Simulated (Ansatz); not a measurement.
Two isomers of C2H3N: A = `C=C=N`, B = `[C-]#[N+]C`.

Program: Ansatz. Geometries: PBE0-D4/def2-TZVP. ΔE: electronic, gas phase. CCSD(T)/CBS is frozen-core, at the limit of the def2 triple- and quadruple-zeta sets. DFT in def2-TZVPP. Each species was taken in one conformer, which may not be the lowest.

(1) Which isomer does CCSD(T)/CBS put lower? Give the gap. (Best estimate.)

(2) Give E(B) − E(A) in kcal/mol with HF/def2-TZVPP, r2SCAN-D4, PBE-D4, MP2/def2-TZVPP, CCSD(T)/def2-TZVPP, CCSD/def2-TZVPP, B2PLYP. (Best estimate.)

(3) Does the order hold for the free energy at 298.15 K (harmonic terms from PBE0-D4)? (Best estimate.)

Largest T1 diagnostic: 0.015.

## Answers

(1) Ansatz gave: B, by 3.5 kcal/mol.

(2) The calculation gave: HF/def2-TZVPP -10.7, r2SCAN-D4 3.1, PBE-D4 4.5, MP2/def2-TZVPP -3.9, CCSD(T)/def2-TZVPP -4.5, CCSD/def2-TZVPP -5.5, B2PLYP -1.7. The order is the other way round with r2SCAN-D4, PBE-D4.

(3) Ansatz gave: Yes: G(B) − G(A) = -2.2 kcal/mol, for one conformer each.

From BLYP to BHLYP (50 % exact exchange), in def2-TZVPP and without D4, E(B) − E(A) moves by −5.7 kcal/mol. At CCSD(T), def2-SVP lies −4.5 kcal/mol from the extrapolated value and def2-TZVPP −0.9 kcal/mol.
